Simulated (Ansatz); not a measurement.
This geometry of AlH5Si (7 atoms, charge 0, multiplicity 1) is a first-order saddle point.

Method: RKS r2SCAN/6-31G in Ansatz 0.2.0.

```xyz
7
Properties=species:S:1:pos:R:3
Al -0.776 -1.103 0.230
Si -0.065 1.067 -0.339
H 0.752 -1.096 1.121
H -0.834 -2.384 -0.743
H -0.425 1.990 -1.479
H 0.389 1.907 0.831
H 1.021 -0.449 0.332
```

(1) Which two structures does it join? (They come from a converged band through this point; their orientation in space is the band's.)

(2) How far does it lie above each of them?

Results:

(1) Bonds broken: Al1–H3, Si2–H7. Bonds formed: H3–H7. AlH5Si becomes AlH3Si + H2.

Image 0:

```xyz
7
Properties=species:S:1:pos:R:3
Al -0.335 -1.378 0.083
Si 0.285 0.997 -0.065
H 0.705 -2.490 0.605
H -1.813 -1.849 -0.348
H 0.138 1.513 -1.476
H -0.618 1.854 0.791
H 1.700 1.285 0.364
```

Image 8:

```xyz
7
Properties=species:S:1:pos:R:3
Al -0.933 -0.762 -0.309
Si 0.000 1.347 -0.796
H 1.099 -1.507 1.466
H -0.876 -2.335 -0.683
H -1.120 2.254 -1.297
H 0.400 1.974 0.535
H 1.491 -1.040 1.038
```

(2) 217.5 kJ/mol above the first and 46.6 kJ/mol above the second. This is the barrier of this one path; another mechanism may lie lower. The orbitals stay closed-shell, which can raise the energy where a bond breaks towards radicals; this wasn't checked here. Limits of this set-up: no polarisation functions.

Time of the run: 3.3 min on 1 thread of Arm Neoverse V1, on a shared host, peak memory 0.1 GiB.
